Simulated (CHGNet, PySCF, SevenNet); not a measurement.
# Ladder of methods for the equilibrium lattice constant a of rock-salt SnTe (cubic form, which distorts at low temperature)

Reference value: 6.316 Å (measured, room temperature, not corrected to a static lattice; as tabulated in Maiti et al. (2022), arXiv:2109.01420).

```tsv
level (code)	value (Å)
CHGNet 0.3.0 (CHGNet)	6.416
CHGNet-r²SCAN (CHGNet)	6.361
SevenNet-l3i5 (SevenNet)	[?]
PBE (PySCF)	6.426 ± 0.02
```

### Question
Complete the blanks.

### Answer

- SevenNet-l3i5 (SevenNet), value (Å): 6.412

Differences against the reference: CHGNet 0.3.0 +1.58 %, CHGNet-r²SCAN +0.71 %, SevenNet-l3i5 +1.52 %, PBE +1.74 %.

The best agreement in this table is that of CHGNet-r²SCAN (+0.71 %). Farthest off: CHGNet 0.3.0 (+1.58 %), PBE (+1.74 %). All 4 levels lie above the reference.

The reference has no zero-point or thermal correction, while the calculations are for a static lattice, so the differences are not the levels' errors alone. A static lattice is as a rule a little smaller than the measured one.  A ± on a computed value is a rough bar: the spread of its extrapolation, a floor set from checks against published values, or a statistical error. PBE: symmetry holds this phase in the static calculation, where it need not be a minimum.

Machine-learned potentials (CHGNet 0.3.0, CHGNet-r²SCAN, SevenNet-l3i5) are trained on DFT data, which may include these solids.

Differences are worked out from the printed values.
